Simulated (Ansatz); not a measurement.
# C2H5Si radical: how energies converge with the basis set

One table from this session's results is given with a row withheld; the runs are named, their logs left out.

Computed with Ansatz 0.2.0, Gaussian basis. Level: one geometry, several basis sets.

The runs, in order: PBE0-D4/def2-SVP; ωB97M-V/def2-SVP; PBE0-D4/def2-QZVPP; ωB97M-V/def2-QZVPP; CCSD(T)/cc-pV(D+d)Z; CCSD(T)/cc-pV(T+d)Z; CCSD(T)/cc-pV(Q+d)Z; the functionals' def2-TZVPP values are taken from earlier runs.

**Structure used throughout**

All runs share one geometry, relaxed beforehand with PBE0-D4 in a triple-zeta def2 set.

SMILES `C=C[SiH2]`, 8 atoms, charge 0, spin multiplicity 2.

Atoms are counted from 1 here; the program's logs count them from 0.

Bond lengths: C1–C2 1.338 Å, C1–H4 1.086 Å, C1–H5 1.086 Å, C2–Si3 1.837 Å, C2–H6 1.089 Å, Si3–H7 1.488 Å, Si3–H8 1.487 Å. Angles: C2–C1–H4 121.8°, C2–C1–H5 122.0°, H4–C1–H5 116.2°, C1–C2–Si3 124.1°, C1–C2–H6 118.0°, Si3–C2–H6 117.8°, C2–Si3–H7 112.1°, C2–Si3–H8 113.3°, H7–Si3–H8 112.2°.

Geometry (Å):

```xyz
8
C2H5Si
C    -0.40859    0.93022   -0.87791
C    -0.35773    0.34892    0.32656
Si    0.88638   -0.91349    0.80762
H     0.26623    0.64494   -1.67989
H    -1.12895    1.70838   -1.11165
H    -1.05666    0.68920    1.08916
H     1.53155   -1.54406   -0.37510
H     0.35998   -1.92120    1.76541
```

The first run:

Contents of in.yaml:

```yaml
crystal:
  periodic: [false, false, false]
  atoms:
    - {symbol: C, position_ang: [-0.408592, 0.930223, -0.877907]}
    - {symbol: C, position_ang: [-0.357729, 0.348917, 0.326561]}
    - {symbol: Si, position_ang: [0.886379, -0.913491, 0.807621]}
    - {symbol: H, position_ang: [0.266232, 0.644939, -1.679888]}
    - {symbol: H, position_ang: [-1.128955, 1.708378, -1.111654]}
    - {symbol: H, position_ang: [-1.056658, 0.689200, 1.089165]}
    - {symbol: H, position_ang: [1.531546, -1.544062, -0.375104]}
    - {symbol: H, position_ang: [0.359978, -1.921203, 1.765406]}
basis:
  gaussian: {orbitals: def2-SVP}
magnetization: {spin_polarized: true, initial_magnetization: 1}
hamiltonian: {xc: pbe0, dispersion: d4}
output: {orbitals: {seedname: orbitals}}
```

The run is started by

```console
$ ansatz run in.yaml --threads 2 --pin off --events-out ev --progress --plain --max-ram 32768MiB --backend cpu
```

Steps of the session up to this table: PBE0-D4 in def2-SVP; ωB97M-V in def2-SVP; PBE0-D4 in def2-QZVPP; ωB97M-V in def2-QZVPP.

One of the session's tables, all rows but one given; the rest of the session is left out.

It belongs to the step «Density functionals: the series». 

```
functional       basis  HOMO (eV)  LUMO (eV)
   PBE0-D4    def2-SVP      -5.72      -2.27
   PBE0-D4  def2-TZVPP      -5.76      -2.33
   PBE0-D4  def2-QZVPP      -5.77      -2.35
   ωB97M-V    def2-SVP          ?          ?
   ωB97M-V  def2-TZVPP      -7.44      -0.68
   ωB97M-V  def2-QZVPP      -7.46      -0.74
```

**Question.** Estimate the row for ωB97M-V, def2-SVP.

As computed: HOMO (eV): -7.38; LUMO (eV): -0.55. In the column «HOMO (eV)» it lies between ωB97M-V, def2-TZVPP (-7.44) and PBE0-D4, def2-QZVPP (-5.77).
